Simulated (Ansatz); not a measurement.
Relaxation of AlClH3O (6 atoms, charge 1, multiplicity 1), to a largest force component of 0.015 eV/Å in at most 40 steps.

Level of theory: RKS CAM-B3LYP-D4/def2-SVP in Ansatz 0.2.0.

```xyz
6
Properties=species:S:1:pos:R:3:forces:R:3
O -0.640 0.126 -0.618 -0.42 0.73 -0.12
Al 0.663 -0.045 0.687 -0.15 -0.87 -0.55
Cl 0.953 1.601 1.755 0.10 0.99 0.57
H -0.940 -0.546 -1.258 0.10 -0.21 0.01
H -1.143 0.947 -0.776 -0.11 0.09 -0.07
H 1.005 -1.479 0.391 0.47 -0.73 0.16
```

Task: Where does it end, and by what steps?

Result: It converged. Limits of this set-up: the dipole of an ion depends on the origin. After 5 steps the energy has fallen by 0.134 eV; H6 moved furthest, 0.24 Å.

```tsv
step	energy less start (eV)	largest force component (eV/Å)	accepted
0	0.0000	0.989	yes
1	-0.1277	0.151	yes
2	-0.1329	0.097	yes
3	-0.1333	0.046	yes
4	-0.1336	0.031	yes
5	-0.1337	0.013	yes
```

```xyz
6
Properties=species:S:1:pos:R:3
O -0.670 0.172 -0.634
Al 0.666 -0.137 0.647
Cl 0.873 1.609 1.677
H -1.004 -0.473 -1.287
H -1.140 1.022 -0.741
H 1.174 -1.588 0.518
```

Run time: 14 s on 1 CPU thread of a shared host.
